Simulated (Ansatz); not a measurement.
# CH₅BO (built from SMILES CBO): a reaction path by the nudged elastic band

Aim: the minimum-energy path between two given structures and its highest point. Both ends were relaxed at PBE0-D4 in triple zeta.

Computed with Ansatz 0.2.0, Gaussian basis. Level: PBE0-D4/def2-SVP.

16 further runs of the same task are left out: 16 set aside as unsound or not needed.

**1. The system as given**

The first end: 8 atoms, charge 0, spin multiplicity 1.

Atoms are counted from 1 here; the program's logs count them from 0.

Bond lengths: B1–C2 1.565 Å, B1–O3 1.355 Å, B1–H5 1.201 Å, C2–H6 1.094 Å, C2–H7 1.096 Å, C2–H8 1.096 Å, O3–H4 0.962 Å. Angles: C2–B1–O3 123.6°, C2–B1–H5 121.5°, O3–B1–H5 114.9°, B1–C2–H6 114.9°, B1–C2–H7 109.9°, B1–C2–H8 110.0°, H6–C2–H7 108.1°, H6–C2–H8 108.1°, H7–C2–H8 105.4°, B1–O3–H4 113.1°.

Geometry (Å):

```xyz
8

B    -0.6065   -0.0948   -0.4693
C     0.4631    0.5660    0.4630
O    -0.6290   -1.4167   -0.7640
H     0.0799   -1.9097   -0.3404
H    -1.4785    0.5527   -0.9813
H     1.2035   -0.1255    0.8769
H     0.9983    1.3515   -0.0821
H    -0.0307    1.0764    1.2971
```

The second end:

```
B    -1.62276   -0.56272   -1.32308
C     0.97233    0.34203    0.79368
O    -1.40928   -1.73929   -1.40156
H     0.80863   -0.68181    0.45787
H    -1.83838    0.58746   -1.25129
H     1.84373    0.37377    1.44710
H     1.14678    0.98801   -0.06715
H     0.09906    0.69246    1.34443
```

**2. The band at PBE0-D4/def2-SVP**

neb/in.yaml reads:

```yaml
crystal:
  periodic: [false, false, false]
  atoms:
    - {symbol: B, position_ang: [-0.606487, -0.094806, -0.469334]}
    - {symbol: C, position_ang: [0.463105, 0.565984, 0.463011]}
    - {symbol: O, position_ang: [-0.628953, -1.416730, -0.763953]}
    - {symbol: H, position_ang: [0.079912, -1.909652, -0.340407]}
    - {symbol: H, position_ang: [-1.478497, 0.552716, -0.981270]}
    - {symbol: H, position_ang: [1.203459, -0.125490, 0.876887]}
    - {symbol: H, position_ang: [0.998265, 1.351483, -0.082075]}
    - {symbol: H, position_ang: [-0.030705, 1.076393, 1.297141]}
basis:
  gaussian: {orbitals: def2-SVP}
hamiltonian: {xc: pbe0, dispersion: d4}
neb:
  images: 5
  climbing: true
  max_iterations: 40
  initial_path: idpp
  final_atoms:
    - {symbol: B, position_ang: [-1.622757, -0.562724, -1.323084]}
    - {symbol: C, position_ang: [0.972333, 0.342025, 0.793679]}
    - {symbol: O, position_ang: [-1.409283, -1.739293, -1.401558]}
    - {symbol: H, position_ang: [0.808627, -0.681809, 0.457869]}
    - {symbol: H, position_ang: [-1.838383, 0.587462, -1.251286]}
    - {symbol: H, position_ang: [1.843728, 0.373767, 1.447098]}
    - {symbol: H, position_ang: [1.146780, 0.988015, -0.067147]}
    - {symbol: H, position_ang: [0.099056, 0.692457, 1.344428]}
```

Launch:

```
ansatz run in.yaml --threads 2 --pin off --events-out ev --progress --plain --max-ram 4352MiB
```

Before running it: what results should come out? Wanted: from earlier runs: barrier over the separately found saddle, CCSD(T)/def2-TZVPP.

**Answer**, as computed:

| quantity | value |
| --- | --- |
| PBE0-D4/def2-SVP, 13 iterations | highest 252.1 kJ/mol (image 2), last end +63.2 kJ/mol |
| from earlier runs: barrier over the separately found saddle, CCSD(T)/def2-TZVPP | 266.3 kJ/mol |

The highest image lies 252.1 kJ/mol above the first end, and it climbed, so it estimates the saddle. The ends are not quite minima at this level (largest force component 0.32 eV/Å), so the heights are unreliable: relaxing the first end would lower it and raise the barrier above it. The highest image is 14.2 kJ/mol below the CCSD(T) barrier in triple zeta, which comes from separate runs on the saddle.
